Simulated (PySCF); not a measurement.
**BF: bond curves at several levels of theory**

The task here is to estimate one member of a computed series from the others.

Computed with PySCF 2.14.0. Level: B def2-TZVPP, F def2-TZVPP, no relativity.

Set-up of the first run:

Settings of the job:

* atoms: B, F
* charge: 0
* basis: B def2-TZVPP, F def2-TZVPP
* Hamiltonian: no relativity
* basis functions: 62
* electrons treated: 14
* masses in u: 11.0093, 18.9984
* levels: PBE0, PBE, r²SCAN, M06, PBEsol, MN15, r²SCAN0, HSE06, HF, MP2, SCS-MP2, CCSD, CCSD(T)
* grid: 80 radial by 434 angular points
* occupations: held fixed by the projection of orbital angular momentum
* dissociation limit: B + F, each in its ground configuration
* starting distance in angstrom: 1.430
* values of 2S to try: 0, 2

Launch:

```
$ OMP_NUM_THREADS=1 python dia.py task.json out
```

Among the steps run: Input; PBE0 along the bond; Higher solutions at PBE0; PBE (GGA); r²SCAN; M06 (hybrid meta-GGA); PBEsol (GGA); MN15 (hybrid meta-GGA); r²SCAN0 (hybrid meta-GGA); HSE06; RHF (mean field); Adding correlation.

One of the session's tables, all rows but one given; the rest of the session is left out.

It belongs to the step «The curves together». Energy (eV) from each level's lowest point:

```
R (Å)    RHF  RHF-MP2  RHF-SCS-MP2  RHF-CCSD  RHF-CCSD(T)
1.088  1.092    1.298        1.300       n/a          n/a
1.139  0.449    0.594        0.594     0.595        0.618
1.189  0.112    0.197        0.197     0.197        0.211
1.227      ?        ?            ?         ?            ?
1.265  0.000    0.000        0.000     0.000        0.000
1.303  0.066    0.026        0.026     0.026        0.020
1.354  0.241    0.150        0.149     0.151        0.135
1.417  0.553    0.402        0.401     0.405        0.378
1.493  1.009    0.792        0.790     0.798        0.758
1.594  1.673    1.382        1.378       n/a          n/a
```

Estimate the missing values for R (Å) = 1.227.

Worked estimate for «RHF». A straight line through the neighbours (1.189, 0.112) and (1.265, 0.000) gives 0.112 + (0.000 − 0.112) × (1.227 − 1.189) / (1.265 − 1.189) = 0.056; a parabola fitted to 4 rows on both sides gives 0.002.

The run gave: RHF: 0.008; RHF-MP2: 0.050; RHF-SCS-MP2: 0.050; RHF-CCSD: 0.050; RHF-CCSD(T): 0.057. In «RHF» the line misses by +0.048 and the parabola by -0.006.

State 2 has its PBE0 minimum 3.20 eV higher. The other levels ran on the lowest alone.
